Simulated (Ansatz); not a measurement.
`C=NC(=N)OC` → `[CH2]` (triplet) + `C=NC(=N)O` at 500 K and 1 bar (formal loss of a carbene).

Calculated with Ansatz (gas phase, PBE0-D4/def2-TZVP geometries, no zero-point term in ΔE). CCSD(T)/CBS is the MP2 limit (def2-TZVPP, def2-QZVPP) plus CCSD(T) − MP2 in def2-TZVPP, frozen cores. This one scheme is used for every species. Triplets are unrestricted, without spin–orbit coupling. One conformer a species, not always the lowest.

```csv
species,CCSD(T)/CBS energy (Eh),H − E (kJ/mol),S (J/(mol·K))
`C=NC(=N)OC`,-302.29539,297.3,400.9
`[CH2]` (triplet),-39.09499,62.7,213.9
`C=NC(=N)O`,-263.05120,214.4,350.6
```

H − E and S are ideal-gas, rigid-rotor, harmonic terms from PBE0-D4/def2-TZVP, for one conformer and one mirror image of each species, with the whole ground term of open shells counted as degenerate. 1 Eh = 2625.50 kJ/mol, R = 8.31446 J/(mol·K).

Problem. By hand: ΔE, ΔH, ΔS and ΔG.

Solution. ΔE = (-39.09499) + (-263.05120) − (-302.29539) = 0.14920 Eh = 391.7 kJ/mol. Δ(H − E) = 62.7 + 214.4 − 297.3 = -20.2, so ΔH = 371.5 kJ/mol. ΔS = 213.9 + 350.6 − 400.9 = 163.6 J/(mol·K). ΔG = 371.5 − 500 × (163.6)/1000 = 289.7 kJ/mol.

Problem. By hand: the equilibrium constant, and the temperature at which ΔG would vanish if ΔH and ΔS stayed fixed.

Solution. log₁₀ K = −ΔG/(RT ln 10) = -30.3. ΔG = 0 at ΔH/ΔS = 2271 K.

The number of gas molecules changes by +1, which sets the sign of ΔS. A doubt of 5 kJ/mol in ΔE shifts log₁₀ K by 0.5 here. Other conformers and mirror images would add mixing entropy, several J/(mol·K) or more a flexible species. Modes under 60 cm⁻¹, often nearly free rotors, make the harmonic entropy too high. A triplet takes part, so the spin changes. These are equilibria of isolated gas molecules and say nothing of rates. Largest T1 diagnostic: 0.015 (customary marks: 0.02 for closed shells, 0.045 for open ones).
